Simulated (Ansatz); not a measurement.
# AlH3F (doublet): the correlation ladder at distance Al1–H4 along a hydrogen transfer = 1.815 Å, cc-pVDZ

How much of the correlation energy of AlH3F (doublet) does each wave-function method recover here?

Computed with Ansatz 0.2.0, Gaussian basis. Level: cc-pVDZ, core rule «outside noble gas», up to 6 orbitals frozen.

The runs, in order: UHF; CCSD(T) on ROHF; CCSD(T) on UHF; BCCD(T) on ROHF; CISD; CCSDT(Q) on ROHF; CCSDT(Q) on UHF; CASSCF and MRCISD+Q, 3 electrons in 3 orbitals; CASSCF and NEVPT2, 3 electrons in 3 orbitals.

19 further runs of the same task are left out: 9 for a known fault of the program, 8 that didn't finish, 2 set aside as unsound or not needed.

**1. The system**

The geometry derives from fragments relaxed apart (PBE0/def2-TZVP) and kept rigid, so it is no stationary point. A hydrogen atom is moved between rigid fragments.

5 atoms, charge 0, spin multiplicity 2.

Atoms are counted from 1 here; the program's logs count them from 0.

Bond lengths: Al1–H2 1.586 Å, Al1–H3 1.586 Å, Al1–H4 1.815 Å, H4–F5 0.991 Å. Angles: H2–Al1–H3 120.0°, H2–Al1–H4 120.0°, H3–Al1–H4 120.0°, Al1–H4–F5 180.0°.

Coordinates:

```xyz
5
charge 0, multiplicity 2
Al   -1.0926    0.0000    0.0000
H    -1.8855    1.3734    0.0000
H    -1.8855   -1.3734    0.0000
H     0.7224    0.0000    0.0000
F     1.7134    0.0000    0.0000
```

**2. UHF**

The input, in.yaml:

```yaml
crystal:
  periodic: [false, false, false]
  atoms:
    - {symbol: Al, position_ang: [-1.092579, 0.000000, 0.000000]}
    - {symbol: H, position_ang: [-1.885503, 1.373384, 0.000000]}
    - {symbol: H, position_ang: [-1.885503, -1.373384, 0.000000]}
    - {symbol: H, position_ang: [0.722421, 0.000000, 0.000000]}
    - {symbol: F, position_ang: [1.713421, 0.000000, 0.000000]}
basis:
  gaussian: {orbitals: cc-pVDZ}
magnetization: {spin_polarized: true, initial_magnetization: 1}
hamiltonian: {xc: hf}
output: {orbitals: {seedname: orbitals}}
```

Started as:

```bash
$ ansatz run in.yaml --threads 1 --pin off --events-out ev --progress --plain --max-ram 2393MiB
```

After this run come: CCSD(T) on ROHF; CCSD(T) on UHF; BCCD(T) on ROHF; CISD; CCSDT(Q) on ROHF; CCSDT(Q) on UHF; CASSCF and MRCISD+Q, 3 electrons in 3 orbitals; CASSCF and NEVPT2, 3 electrons in 3 orbitals.

Before running them: what should the planned runs give, taken together? Wanted: UCCSDT(Q) below the RHF energy; RMP2 from UCCSDT(Q); UMP2 from UCCSDT(Q); RCCSD from UCCSDT(Q); RCCSD(T) from UCCSDT(Q); UCCSD(T) from UCCSDT(Q); RCCSDT(Q) from UCCSDT(Q); T1 diagnostic.

As calculated:

| quantity | value |
| --- | --- |
| UCCSDT(Q) below the RHF energy | -8.1371 eV |
| RMP2 from UCCSDT(Q) | +778.1 meV |
| UMP2 from UCCSDT(Q) | +793.9 meV |
| RCCSD from UCCSDT(Q) | +143.5 meV |
| RCCSD(T) from UCCSDT(Q) | +31.6 meV |
| UCCSD(T) from UCCSDT(Q) | +31.5 meV |
| RCCSDT(Q) from UCCSDT(Q) | +0.9 meV |
| levels within 1 kcal/mol (43 meV) | RCCSD(T), UCCSD(T), BCCD(T), RCCSDT, UCCSDT, RCCSDT(Q) |
| T1 diagnostic | 0.017 |

**Reading.** RCCSD(T) lands +31.6 meV from the yardstick (0.4 % of the correlation energy). These misses are within one basis, not against nature; the frozen cores of restricted and unrestricted runs differ, which can shift their rows.
